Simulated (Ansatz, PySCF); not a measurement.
Species: methyl ethyl ether, C3H8O, net charge 0, singlet state. SMILES: CCOC
Geometry from a B3LYP-D3(BJ)/def2-TZVP (Ansatz, a program for electronic structure) optimisation:
```xyz
12

O      0.0190    -0.7104     0.0050
C     -0.0077     0.7049    -0.0051
C      1.3270    -1.2336    -0.0063
C     -1.4489     1.1652     0.0082
H      0.5319     1.0935     0.8711
H      0.5114     1.0804    -0.8992
H      1.2451    -2.3195     0.0026
H      1.8764    -0.9239    -0.9054
H      1.8970    -0.9108     0.8751
H     -1.9791     0.7881    -0.8672
H     -1.9585     0.8011     0.9012
H     -1.4989     2.2556     0.0008
```
Charge 0, spin multiplicity 1.

PBE/6-31G* beside other levels, property by property. Set-up: non-relativistic; LANL2DZ all-electron up to Ne; atomisation electronic, to ground-state atoms; no spin-orbit coupling; valence correlation only; dispersion terms only where a functional's name holds one; open shells spin-unrestricted; 6-31G* and kin with 6d, 5d where marked. CBS(X,Y): correlation extrapolated as X^-3; Hartree-Fock from the larger set. The bracket is a focal-point correction in the basis named. First-principles rows: single points at B3LYP-D3(BJ) geometries (Ansatz), with unscaled harmonic terms from B3LYP/6-31G* at its own minima, enthalpies of formation by atomisation with measured atoms.

Measured values: G2/97 table in ASE (Curtiss et al.); NIST CCCBDB, as tabulated in the package chemicals; they hold spin-orbit and core effects, anharmonicity and other conformers. Coupled cluster (Ansatz) is a level with limits of its own, used here on species with T1 under 0.025 (0.045 for open shells) and stable references: (a) RI-MP2/CBS(cc-pVTZ,cc-pVQZ)+[CCSD(T)-MP2]/cc-pVDZ; (b) RI-MP2/CBS(cc-pVTZ,cc-pVQZ)+[CCSD(T)-MP2]/cc-pVTZ.

| property | PBE/6-31G* (Ansatz) | BP86/def2-SVP (PySCF) | B3LYP/LANL2DZ (Ansatz) | B3LYP/6-31G* (Ansatz) | to compare with |
|---|---|---|---|---|---|
| size of the dipole moment (D) | 1.05 | 1.08 | 1.70 | 1.15 | 1.23 measured |
| C-H bond dissociation enthalpy at 298 K, to C[CH]OC + H atom (kcal/mol) | 90.6 | 90.8 | 92.6 | 92.8 | 96.3 coupled cluster (a) |
| enthalpy of formation at 298 K (kcal/mol) | -72.5 | -85.4 | -11.3 | -49.0 | -51.7 measured |
| C-C bond dissociation enthalpy at 298 K, to [CH2]OC + [CH3] (CH3) (kcal/mol) | 88.5 | 84.7 | 79.1 | 84.4 | 87.9 coupled cluster (b) |
| C-H bond dissociation enthalpy at 298 K, to [CH2]COC + H atom (kcal/mol) | 100.3 | 100.9 | 101.0 | 101.5 | 103.4 coupled cluster (a) |
| proton affinity at O (heteroatom site), enthalpy at 298 K, to CC[OH+]C (kcal/mol) | 192.8 | 193.8 | 199.5 | 194.3 | 193.8 coupled cluster (b) |
| C-O bond dissociation enthalpy at 298 K, to C[O] (CH3O) + [CH2]C (C2H5) (kcal/mol) | 83.6 | 81.8 | 70.7 | 79.0 | 84.7 measured |
| atomisation energy (kcal/mol) | 1117.0 | 1129.9 | 1055.8 | 1093.4 | 1096.1 coupled cluster (b) |

As the rows show:
- size of the dipole moment: PBE/6-31G* lies 0.18 D below the measured value.
- C-H bond dissociation enthalpy at 298 K, to C[CH]OC + H atom: PBE/6-31G* lies 5.7 kcal/mol below coupled cluster.
- enthalpy of formation at 298 K: PBE/6-31G* lies 20.8 kcal/mol below the measured value.
- C-C bond dissociation enthalpy at 298 K, to [CH2]OC + [CH3] (CH3): PBE/6-31G* lies 0.6 kcal/mol above coupled cluster.
- C-H bond dissociation enthalpy at 298 K, to [CH2]COC + H atom: PBE/6-31G* lies 3.1 kcal/mol below coupled cluster.
- proton affinity at O (heteroatom site), enthalpy at 298 K, to CC[OH+]C: PBE/6-31G* lies 1.0 kcal/mol below coupled cluster.
- C-O bond dissociation enthalpy at 298 K, to C[O] (CH3O) + [CH2]C (C2H5): PBE/6-31G* lies 1.1 kcal/mol below the measured value.
- atomisation energy: PBE/6-31G* lies 20.9 kcal/mol above coupled cluster.

The properties are those with a value to compare with, at most eight drawn at random. No case is left out for the size of its miss. Left out are saddle points of the reference geometry, anions that the best level run finds unbound, excited spin states, species near biochemistry, cases with under five habitual levels, runs that failed or whose electronic state is in doubt, and table entries that another table contradicts.
